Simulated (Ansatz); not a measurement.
# C2H5: the cost of one run

Method: DFT unrestricted B3LYP+D3(BJ), Gaussian basis def2-TZVP, and further levels as typed in the inputs, in Ansatz 0.2.0.

**1. Starting point**

Bond lengths: C1–C2 1.484 Å, C1–H3 1.094 Å, C1–H4 1.094 Å, C1–H5 1.093 Å, C2–H6 1.084 Å, C2–H7 1.084 Å. Angles: C1–C2–H6 120.2°, C1–C2–H7 120.2°, H6–C2–H7 119.0°, C2–C1–H3 110.3°, C2–C1–H4 110.3°, C2–C1–H5 110.3°, H3–C1–H4 108.3°, H3–C1–H5 108.8°, H4–C1–H5 108.8°.

Coordinates:

```xyz
7

C    -0.6220    0.0936    0.0163
C     0.8438   -0.1199   -0.0663
H    -1.1476   -0.6339   -0.6086
H    -0.8800    1.0970   -0.3336
H    -0.9637   -0.0176    1.0487
H     1.2438   -1.1213   -0.1731
H     1.5257    0.7021    0.1166
```

**2. Relaxing the atoms: C2H5**

Contents of input.yaml:

```yaml
relax:
  f_tol: 0.001
  max_steps: 200
crystal:
  periodic: [false, false, false]
  atoms:
    - { symbol: C, position_ang: [-0.62198, 0.09357, 0.01625] }
    - { symbol: C, position_ang: [0.84378, -0.1199, -0.06632] }
    - { symbol: H, position_ang: [-1.14761, -0.63387, -0.60858] }
    - { symbol: H, position_ang: [-0.88005, 1.097, -0.33359] }
    - { symbol: H, position_ang: [-0.96367, -0.01764, 1.04872] }
    - { symbol: H, position_ang: [1.24383, -1.12129, -0.17309] }
    - { symbol: H, position_ang: [1.5257, 0.70213, 0.11661] }
magnetization:
  spin_polarized: true
  initial_magnetization: 1
basis:
  gaussian: { orbitals: def2-TZVP }
hamiltonian:
  xc: { name: B3LYP }
  dispersion: d3bj
```

Started as:

```console
$ ansatz run input.yaml --threads 4 --pin off --max-ram 16384MiB --backend cpu --events-out ev --progress --plain --runs-dir out
```

What time and memory should one allow on 4 threads of AMD EPYC 7R13 (Zen 3), shared host?

About 3.7 s, with a peak of 0.17 GiB.
